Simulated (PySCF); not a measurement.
Below is a simulated gas-phase C 1s photoelectron spectrum of `C=C=CC#N` (cyanoallene).

Every computed line was given a Gaussian of 0.6 eV full width at half maximum and an area set by the number of equivalent atoms; the highest printed point is 100. Computed with delta-SCF UKS SCAN, pcX-2 on the ionised atom, pcseg-1 elsewhere, spin-free X2C (PySCF 2.14.0).

```csv
binding energy (eV),intensity
290.6,0
290.7,1
290.8,2
290.9,5
291.0,12
291.1,25
291.2,43
291.3,64
291.4,84
291.5,95
291.6,96
291.7,89
291.8,82
291.9,80
292.0,87
292.1,97
292.2,100
292.3,92
292.4,74
292.5,51
292.6,30
292.7,15
292.8,7
292.9,3
293.0,1
293.1,0
```

Q: How many maxima does the curve show, and how many computed lines lie under it?

A: The curve has 2 maxima (at 291.6 and 292.2 eV). Under it lie 4 lines from 4 inequivalent carbon sites. At this width some lines have no maximum of their own.

Q: Decompose the envelope and assign each component. Numbering: `[CH2:1]=[C:2]=[CH:3][C:4]#[N:5]`.

A: 
```tsv
position (eV)	relative area	line	atoms	environment
291.47	1	C 1s	C1	outer carbon of cumulated double bonds
291.59	1	C 1s	C2	central carbon of cumulated double bonds
292.20	1	C 1s	C3	outer carbon of cumulated double bonds
292.23	1	C 1s	C4	nitrile carbon
```

Q: What are the centre and the root-mean-square width of the whole band?

A: The area-weighted mean of the lines is 291.87 eV. Their own spread about it is 0.34 eV (rms) and each Gaussian has σ = 0.6/2.355 = 0.25 eV; the variances add, which gives 0.43 eV.

Lowest listed C 1s: C1, bonded to C (double bond) and 2 H. Highest, 0.76 eV above it: C4, bonded to N (triple bond) and C. The widest gap between neighbouring values is 0.61 eV, between 291.59 and 292.20 eV. The values 292.20 and 292.23 eV lie too close for their order to be trusted.

Shake-up satellites, vibrational structure and lifetime widths aren't simulated. Spin contamination (⟨S²⟩ against 0.75 for a pure doublet) is marked for C 1s of C2 (0.90), which makes this value less certain. Geometry: GFN2-xTB; no solvent, vibrations or thermal averaging.

The run took 27 s of wall time on one thread, Arm Neoverse N1, shared host.
